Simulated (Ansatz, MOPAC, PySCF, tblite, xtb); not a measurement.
Energy landscape of HF2 (anion, charge -1), singlet: collinear F-H-F surface. Scanned: F-H distance and H-F distance.

Computed with: GFN2-xTB, 300 K electronic temperature (tblite); RHF/cc-pVTZ (PySCF); B3LYP/cc-pVTZ (PySCF); M06-2X/cc-pVTZ (PySCF); RKS-PBE/cc-pVTZ = Ansatz (a first-principles code) with restricted PBE/cc-pVTZ; MP2 on RHF/cc-pVTZ, 2 core orbitals frozen (PySCF); CCSD on RHF/cc-pVTZ, 2 core orbitals frozen (PySCF); CCSD(T) on RHF/cc-pVTZ, 2 core orbitals frozen (PySCF); PM7, restricted, heats of formation (MOPAC); PM6, restricted, heats of formation (MOPAC); GFN1-xTB (xtb); RKS-B3LYP/6-31G* = PySCF with restricted B3LYP/6-31G*, spherical d; RKS-LDA (SVWN5)/6-31G* = restricted LDA (SVWN5)/6-31G*, spherical d (PySCF); RMP2/6-31G* = restricted MP2 (frozen core)/6-31G*, spherical d in PySCF; RKS-M06-2X/6-31G* = restricted M06-2X/6-31G*, spherical d run with PySCF.

Energies in mEh at chosen points (x: F-H distance (Å); y: H-F distance (Å)), relative to x = 1.21, y = 1.11:

| method | (0.87, 2.75) | (0.95, 1.76) | (1.03, 1.31) | (0.87, 1.31) | (1.21, 1.31) | (1.11, 2.33) | (1.76, 1.31) |
|---|---|---|---|---|---|---|---|
| GFN2-xTB | 51.8 | 21.6 | 2.4 | 23.8 | 6.2 | 52.6 | 44.8 |
| RHF | 49.1 | 15.9 | 0.5 | 16.7 | 15.1 | 65.6 | 78.1 |
| B3LYP | 60.8 | 20.5 | 2.4 | 27.0 | 9.0 | 60.2 | 60.1 |
| M06-2X | 63.3 | 23.1 | 2.5 | 26.1 | 11.1 | 66.8 | 69.1 |
| RKS-PBE/cc-pVTZ | 62.9 | 21.7 | 3.0 | 30.5 | 7.0 | 57.0 | 53.8 |
| MP2 | 62.0 | 21.8 | 2.3 | 25.0 | 11.4 | 66.1 | 68.6 |
| CCSD | 59.5 | 20.6 | 1.8 | 22.8 | 12.6 | 65.9 | 71.4 |
| CCSD(T) | 61.4 | 21.4 | 2.1 | 23.8 | 12.0 | 66.3 | 69.8 |
| PM7 | 6.9 | 1.6 | -0.5 | 6.7 | 15.5 | 28.6 | 58.8 |
| PM6 | 44.7 | 22.0 | 4.1 | 30.9 | 13.4 | 41.2 | 64.8 |
| GFN1-xTB | 62.5 | 27.4 | 3.8 | 24.9 | 10.6 | 62.1 | 59.2 |
| RKS-B3LYP/6-31G* | 76.0 | 23.2 | 3.1 | 31.0 | 7.2 | 64.1 | 56.4 |
| RKS-LDA (SVWN5)/6-31G* | 88.0 | 28.9 | 4.1 | 33.7 | 7.2 | 68.8 | 56.1 |
| RMP2/6-31G* | 75.1 | 23.3 | 2.9 | 30.9 | 8.6 | 68.3 | 63.7 |
| RKS-M06-2X/6-31G* | 78.0 | 25.9 | 3.3 | 30.0 | 9.7 | 71.9 | 66.9 |
